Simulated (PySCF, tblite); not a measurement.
2-ethoxypropene, C5H10O.
Geometry (GFN2-xTB, Å), atoms numbered from 1 in this order:
```xyz
16
C5H10O angstrom
C     -1.101    1.589   -0.286
C     -1.047    0.329    0.126
C     -2.236   -0.424    0.649
O      0.060   -0.466    0.142
C      1.282    0.072   -0.315
C      2.345   -1.008   -0.193
H     -0.252    2.130   -0.661
H     -2.030    2.126   -0.256
H     -3.121    0.203    0.638
H     -2.409   -1.307    0.036
H     -2.040   -0.759    1.665
H      1.181    0.392   -1.362
H      1.555    0.948    0.290
H      2.438   -1.320    0.844
H      3.301   -0.625   -0.538
H      2.067   -1.871   -0.791
```

Computed with PBE0/pcSseg-1 in PySCF (dipole) on a GFN2-xTB geometry, gas phase.

Take the most abundant isotopes and a rigid rotor. The values belong to one conformer with, in the numbering `[CH2:1]=[C:2]([CH3:3])[O:4][CH2:5][CH3:6]`, C1–C2–O4–C5 0°, C2–O4–C5–C6 180°.

Task: Give the principal moments of inertia and the rotational constants in MHz.

Result: Ia = 64.95, Ib = 244.90, Ic = 300.40 u·Å²; 505379 MHz·u·Å²/I gives A = 7781, B = 2064, C = 1682 MHz.

Task: What kind of rotor is it?

Result: An asymmetric top: κ = (2 × 2064 − 7781 − 1682)/(7781 − 1682) = -0.87.

Task: Is it planar, by Δ = Ic − Ia − Ib?

Result: Not planar: Δ = Ic − Ia − Ib = -9.46 u·Å². For a rigid frame Δ = −2 Σ m c², so Σ m c² = 4.73 u·Å² lies off the ab plane, practically all of it from hydrogen. The atom farthest from that plane is 0.89 Å away.

Task: Predict some low-J microwave lines.

Result: The dipole components are |μa| = 0.57 D, |μb| = 0.31 D, |μc| = 0.00 D; the mirror of this Cs structure is the ab plane, so μc vanishes by symmetry and there are no c-type lines. Intensities carry the squares of the components, which stand as 1.00 : 0.30 (a : b). Some lines, for components of 0.1 D or more:

| type | branch | J(Ka,Kc) | MHz | lower level (cm⁻¹) |
| --- | --- | --- | --- | --- |
| a | Q | 1(1,0) ← 1(1,1) | 381 | 0.316 |
| a | Q | 2(1,1) ← 2(1,2) | 1144 | 0.553 |
| a | Q | 3(1,2) ← 3(1,3) | 2287 | 0.908 |
| b | R | 3(0,3) ← 2(1,2) | 5810 | 0.553 |
| b | Q | 2(1,1) ← 2(0,2) | 6498 | 0.374 |
| a | R | 2(1,2) ← 1(1,1) | 7111 | 0.316 |
| b | Q | 3(1,2) ← 3(0,3) | 7131 | 0.747 |
| b | Q | 4(1,3) ← 4(0,4) | 8037 | 1.240 |
| a | R | 3(2,1) ← 2(2,0) | 11311 | 1.164 |
| a | R | 4(0,4) ← 3(0,3) | 14802 | 0.747 |
| a | R | 4(2,3) ← 3(2,2) | 14969 | 1.538 |
| b | Q | 3(2,1) ← 3(1,2) | 16683 | 0.985 |
| b | Q | 2(2,0) ← 2(1,1) | 17169 | 0.591 |
| b | Q | 2(2,1) ← 2(1,2) | 18295 | 0.553 |
| b | Q | 4(2,3) ← 4(1,4) | 19661 | 1.381 |
| b | R | 2(2,1) ← 1(1,0) | 25024 | 0.328 |
| b | R | 2(2,0) ← 1(1,1) | 25424 | 0.316 |
| b | R | 3(2,1) ← 2(1,2) | 29624 | 0.553 |
| b | R | 4(2,3) ← 3(1,2) | 31560 | 0.985 |
| b | R | 3(3,0) ← 2(2,1) | 40787 | 1.163 |
| b | R | 4(3,1) ← 3(2,2) | 44572 | 1.538 |

Task: Estimate the classical rotational partition function at 10 K, 25 K and 500 K.

Result: Point group Cs, symmetry number σ = 1; q = (√π/σ)·√((kT/h)³/(ABC)), k/h = 20836.6 MHz/K: 1030 at 10 K, 4050 at 25 K, 363000 at 500 K.

Its GFN2-xTB frequencies are all real (lowest 84 cm⁻¹). Constants of a rigid frame at the computed geometry: no zero-point averaging, no centrifugal distortion. A rigid rotor knows nothing of internal rotation, which can split or shift real lines.
